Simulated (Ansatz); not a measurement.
Bond stretch in NH, triplet.

- UKS-PBE = unrestricted PBE/cc-pVTZ run with Ansatz (a first-principles code)
- UKS-CAM-B3LYP = Ansatz with unrestricted CAM-B3LYP/cc-pVTZ
- FCI = Ansatz with full CI/cc-pVTZ, frozen core

Energies relative to the lowest point of each curve near equilibrium, in mEh; the last columns give the error against full CI:

| R / Å | UKS-PBE | UKS-CAM-B3LYP | FCI | UKS-PBE − FCI | UKS-CAM-B3LYP − FCI |
|---|---|---|---|---|---|
| 0.84 | 46.3 | 43.1 | 43.2 | 3.1 | -0.1 |
| 0.90 | 20.4 | 18.1 | 18.2 | 2.2 | -0.1 |
| 0.92 | 14.6 | 12.7 | 12.7 | 1.9 | 0.0 |
| 0.99 | 2.6 | 1.8 | 1.9 | 0.8 | 0.0 |
| 1.00 | 1.8 | 1.1 | 1.2 | 0.6 | 0.0 |
| 1.04 | 0.0 | 0.0 | 0.0 | 0.0 | 0.0 |
| 1.08 | 0.4 | 1.1 | 1.0 | -0.6 | 0.1 |
| 1.10 | 1.3 | 2.3 | 2.2 | -0.9 | 0.1 |
| 1.15 | 5.0 | 6.8 | 6.5 | -1.5 | 0.3 |
| 1.20 | 10.3 | 13.0 | 12.4 | -2.1 | 0.6 |
| 1.29 | 22.5 | 26.7 | 25.3 | -2.7 | 1.4 |
| 1.43 | 44.5 | 51.0 | 47.3 | -2.8 | 3.7 |
| 1.54 | 62.1 | 69.9 | 63.8 | -1.7 | 6.1 |
| 1.73 | 89.6 | 96.9 | 87.7 | 1.9 | 9.2 |
| 1.88 | 106.6 | 111.0 | 101.4 | 5.1 | 9.6 |
| 2.09 | 121.8 | 122.8 | 113.7 | 8.1 | 9.1 |
| 2.29 | 129.7 | 128.9 | 119.9 | 9.8 | 9.0 |
| 2.56 | 134.9 | 133.1 | 123.7 | 11.2 | 9.4 |
| 2.86 | 137.5 | 135.3 | 125.3 | 12.1 | 9.9 |
| 3.14 | 138.5 | 136.3 | 125.9 | 12.6 | 10.4 |
| 3.69 | 139.3 | 137.1 | 126.3 | 13.0 | 10.8 |
| 4.19 | 139.5 | 137.3 | 126.4 | 13.1 | 10.9 |

UKS-PBE is furthest from FCI at 4.19 (13.1 mEh, above); its mean absolute error over the points is 4.9 mEh.

UKS-CAM-B3LYP is furthest from FCI at 4.19 (10.9 mEh, above); its mean absolute error over the points is 4.6 mEh.

The unrestricted determinant behind UKS-PBE, UKS-CAM-B3LYP is spin-contaminated at 1.73 to 4.19 Å (<S²> up to 3.0, against 2.00 for a pure triplet).
